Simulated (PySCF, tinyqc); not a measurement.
Worked calculation: RHF in the sto-3g basis, for BH, spin multiplicity 1. This run ends on a higher stationary point, not on the lowest solution. The lowest restricted solution is unstable here: a spin-polarised one lies 0.0088 hartree lower (PySCF). One step of it, computed by the program tinyqc.

Question. Iteration 1: building the Fock matrix. J_ij = sum D_kl (ij|kl), K_ij = sum D_kl (ik|jl); F = H + J - 0.5 K; E = tr D H + tr D J / 2 - 0.25 tr D K + E_nn.

D at the start, order 1B 1s, 1B 2s, 1B 2px, 1B 2py, 1B 2pz, 2H 1s:
$$\begin{pmatrix}
0.001811 & -0.010859 & 0.000000 & 0.000000 & -0.012140 & 0.063651 \\
-0.010859 & 0.065113 & 0.000000 & 0.000000 & 0.072798 & -0.381669 \\
0.000000 & 0.000000 & 2.000000 & 0.000000 & 0.000000 & 0.000000 \\
0.000000 & 0.000000 & 0.000000 & 2.000000 & 0.000000 & 0.000000 \\
-0.012140 & 0.072798 & 0.000000 & 0.000000 & 0.081389 & -0.426715 \\
0.063651 & -0.381669 & 0.000000 & 0.000000 & -0.426715 & 2.237210
\end{pmatrix}$$

core Hamiltonian H = T + V (hartree), order 1B 1s, 1B 2s, 1B 2px, 1B 2py, 1B 2pz, 2H 1s:
$$\begin{pmatrix}
-12.610412 & -3.265253 & 0.000000 & 0.000000 & -0.007866 & -0.197076 \\
-3.265253 & -3.701149 & 0.000000 & 0.000000 & -0.079235 & -0.640121 \\
0.000000 & 0.000000 & -2.890741 & 0.000000 & 0.000000 & 0.000000 \\
0.000000 & 0.000000 & 0.000000 & -2.890741 & 0.000000 & 0.000000 \\
-0.007866 & -0.079235 & 0.000000 & 0.000000 & -2.936702 & -0.698864 \\
-0.197076 & -0.640121 & 0.000000 & 0.000000 & -0.698864 & -1.911917
\end{pmatrix}$$

Two-electron integrals (ij|kl) in chemists' order, unique and non-zero (hartree):
```
(11|11) 2.923513   (21|11) 0.518376   (21|21) 0.109262   (22|11) 0.744229
(22|21) 0.193177   (22|22) 0.544804   (31|31) 0.020264   (32|31) 0.029996
(32|32) 0.120346   (33|11) 0.742491   (33|21) 0.193240   (33|22) 0.544682
(33|33) 0.586773   (41|41) 0.020264   (42|41) 0.029996   (42|42) 0.120346
(43|43) 0.031630   (44|11) 0.742491   (44|21) 0.193240   (44|22) 0.544682
(44|33) 0.523513   (44|44) 0.586773   (51|51) 0.020264   (52|51) 0.029996
(52|52) 0.120346   (53|53) 0.031630   (54|54) 0.031630   (55|11) 0.742491
(55|21) 0.193240   (55|22) 0.544682   (55|33) 0.523513   (55|44) 0.523513
(55|55) 0.586773   (61|11) 0.030675   (61|21) 0.006445   (61|22) 0.011446
(61|33) 0.011402   (61|44) 0.011402   (61|51) 0.000462   (61|52) 0.000857
(61|55) 0.011542   (61|61) 0.000392   (62|11) 0.101385   (62|21) 0.026883
(62|22) 0.087381   (62|33) 0.084718   (62|44) 0.084718   (62|51) 0.002890
(62|52) 0.020005   (62|55) 0.092612   (62|61) 0.001692   (62|62) 0.023079
(63|31) 0.002237   (63|32) 0.011420   (63|53) 0.003430   (63|63) 0.002018
(64|41) 0.002237   (64|42) 0.011420   (64|54) 0.003430   (64|64) 0.002018
(65|11) 0.109153   (65|21) 0.029246   (65|22) 0.099844   (65|33) 0.094994
(65|44) 0.094994   (65|51) 0.004732   (65|52) 0.031058   (65|55) 0.109425
(65|61) 0.001895   (65|62) 0.030381   (65|65) 0.041198   (66|11) 0.289028
(66|21) 0.077814   (66|22) 0.285798   (66|33) 0.272487   (66|44) 0.272487
(66|51) 0.007768   (66|52) 0.074776   (66|55) 0.312022   (66|61) 0.004899
(66|62) 0.108067   (66|65) 0.152752   (66|66) 0.774606
```

nuclear repulsion = 1.44662988 hartree

Give: Coulomb J; exchange K; Fock matrix F; total energy of this density.

Answer.

Coulomb J (hartree), order 1B 1s, 1B 2s, 1B 2px, 1B 2py, 1B 2pz, 2H 1s:
$$\begin{pmatrix}
3.5529 & 0.9293 & 0.0000 & 0.0000 & 0.0151 & 0.0554 \\
0.9293 & 2.7446 & 0.0000 & 0.0000 & 0.1424 & 0.5530 \\
0.0000 & 0.0000 & 2.7611 & 0.0000 & 0.0000 & 0.0000 \\
0.0000 & 0.0000 & 0.0000 & 2.7611 & 0.0000 & 0.0000 \\
0.0151 & 0.1424 & 0.0000 & 0.0000 & 2.7099 & 0.6830 \\
0.0554 & 0.5530 & 0.0000 & 0.0000 & 0.6830 & 2.6642
\end{pmatrix}$$

exchange K (hartree), order 1B 1s, 1B 2s, 1B 2px, 1B 2py, 1B 2pz, 2H 1s:
$$\begin{pmatrix}
0.0833 & 0.1211 & 0.0000 & 0.0000 & -0.0002 & 0.0059 \\
0.1211 & 0.4939 & 0.0000 & 0.0000 & 0.0172 & 0.1459 \\
0.0000 & 0.0000 & 1.2398 & 0.0000 & 0.0000 & 0.0000 \\
0.0000 & 0.0000 & 0.0000 & 1.2398 & 0.0000 & 0.0000 \\
-0.0002 & 0.0172 & 0.0000 & 0.0000 & 0.1572 & 0.1842 \\
0.0059 & 0.1459 & 0.0000 & 0.0000 & 0.1842 & 1.5380
\end{pmatrix}$$

Fock matrix F (hartree), order 1B 1s, 1B 2s, 1B 2px, 1B 2py, 1B 2pz, 2H 1s:
$$\begin{pmatrix}
-9.0992 & -2.3965 & 0.0000 & 0.0000 & 0.0073 & -0.1446 \\
-2.3965 & -1.2035 & 0.0000 & 0.0000 & 0.0546 & -0.1601 \\
0.0000 & 0.0000 & -0.7495 & 0.0000 & 0.0000 & 0.0000 \\
0.0000 & 0.0000 & 0.0000 & -0.7495 & 0.0000 & 0.0000 \\
0.0073 & 0.0546 & 0.0000 & 0.0000 & -0.3054 & -0.1080 \\
-0.1446 & -0.1601 & 0.0000 & 0.0000 & -0.1080 & -0.0167
\end{pmatrix}$$

total energy of this density = -7.614841 hartree
